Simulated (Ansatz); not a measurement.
# H3NOSi: the cost of one run

All numbers below are computed with Ansatz 0.2.0 (RKS PBE-D4/def2-SVP).

## Step 1: The system as given

Bond lengths: N1–Si2 1.634 Å, Si2–O3 1.627 Å, N1–H4 1.005 Å, N1–H5 1.052 Å, O3–H6 0.966 Å. Angles: N1–Si2–O3 99.4°, Si2–N1–H4 110.4°, Si2–N1–H5 111.4°, H4–N1–H5 99.5°, Si2–O3–H6 117.3°.

Structure file:

```xyz
6

N    -0.8213   -0.0076   -0.2625
Si    0.6374   -0.6158   -0.6793
O     1.4889   -0.1964    0.6419
H    -1.4774   -0.1264   -1.0139
H    -0.7999    1.0436   -0.2150
H     1.0145   -0.1612    1.4826
```

## Step 2: End point A

input.yaml

```yaml
crystal:
  periodic: [false, false, false]
  atoms:
    - { symbol: "N", position_ang: [-0.8213, -0.0076, -0.2625] }
    - { symbol: Si, position_ang: [0.6374, -0.6158, -0.6793] }
    - { symbol: O, position_ang: [1.4889, -0.1964, 0.6419] }
    - { symbol: H, position_ang: [-1.4774, -0.1264, -1.0139] }
    - { symbol: H, position_ang: [-0.7999, 1.0436, -0.215] }
    - { symbol: H, position_ang: [1.0145, -0.1612, 1.4826] }
basis:
  gaussian: { orbitals: def2-SVP }
hamiltonian:
  xc: pbe
  dispersion: d4
relax:
  f_tol: 0.015
  max_steps: 40
output:
  orbitals: {}
```

Run with:

```bash
> ansatz run input.yaml --threads 1 --pin off --max-ram 2048MiB --backend cpu --events-out ev --progress --plain --runs-dir out
```

**Question.** How long does this run take on 1 thread of Intel Xeon Platinum 8375C at 2.90GHz (Ice Lake), shared host, and how much memory does it need?

About 11 s, with a peak of 0.14 GiB.
